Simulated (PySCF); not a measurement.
Species: methyl propyl sulfide, C4H10S.
SMILES: `CSCCC`

Torsions of this conformer, `[CH3:1][CH2:2][CH2:3][S:4][CH3:5]`: C1–C2–C3–S4 -177°, C2–C3–S4–C5 -71°.

The closed-shell ground state was solved at several levels (PySCF, density fitting, gas phase, non-relativistic). One conformer (not necessarily the lowest) at the PBE0-D3(BJ)/def2-SVP geometry, without solvent, vibrations or thermal averaging.

```tsv
level	basis functions	HOMO (eV)	LUMO (eV)	gap (eV)	dipole (D)
B3LYP/def2-SVPD	187	-6.06	0.36	6.42	1.71
PBE0/pcSseg-1	142	-6.27	1.21	7.48	1.73
```

Question: What might mPW1PW91/pcSseg-2 (327 basis functions) give for the same quantities?

Answer: HOMO -6.28 eV, LUMO 0.54 eV, gap 6.82 eV, dipole 1.71 D.

Question: Over all these levels, which gives the widest orbital gap and which the narrowest?

Answer: PBE0/pcSseg-1 (global hybrid, 25 % exact exchange) has the widest, 7.48 eV, and B3LYP/def2-SVPD (global hybrid, 20 % exact exchange) the narrowest, 6.42 eV. Functional and basis both differ between the two, so the spread mixes both effects.

Question: How far do the dipole and the HOMO energy spread over the levels?

Answer: The dipole runs from 1.71 to 1.73 D (mean 1.72 D) and the HOMO from -6.28 to -6.06 eV.
